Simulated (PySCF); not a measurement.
Molecule (SMILES): N (NH3).
Geometry (B3LYP-D3(BJ)/def2-TZVP, fixed):
```xyz
4

N      0.0022    -0.0038     0.1116
H     -0.0020     0.9512    -0.2281
H      0.8095    -0.4644    -0.2929
H     -0.8232    -0.4600    -0.2599
```

Basis-set convergence of the isotropic shielding of N1 at HF with PySCF. GIAO, no density fitting; atoms are numbered in the order shown. All functions are spherical. Core-valence sets carry the plain set on hydrogen. No added dispersion term, no relativity. Reference: the value in pcSseg-3, 260.69 ppm, itself unsure by roughly 1.76 ppm (its mean distance from cc-pCVQZ, pcseg-3, pcSseg-2). Deviations are taken from unrounded values.

```csv
basis,functions,isotropic shielding of N1 (ppm),minus reference (ppm)
6-31G,15,266.40,5.71
pcSseg-0,15,271.56,10.87
6-31G*,20,263.04,2.35
6-31+G*,24,266.69,6.01
cc-pVDZ,29,276.27,15.59
def2-SVP,29,273.26,12.57
pcseg-1,29,270.95,10.27
6-311+G**,40,262.00,1.31
def2-TZVP,49,264.87,4.18
aug-pcseg-1,50,267.95,7.26
cc-pVTZ,72,267.28,6.59
pcseg-2,72,263.01,2.32
jun-cc-pV(T+d)Z,81,262.49,1.81
def2-TZVPPD,88,260.96,0.27
aug-cc-pVTZ,115,262.43,1.74
aug-pcseg-2,115,260.42,-0.27
def2-QZVPP,147,261.43,0.75
cc-pCVQZ,174,263.31,2.62
```
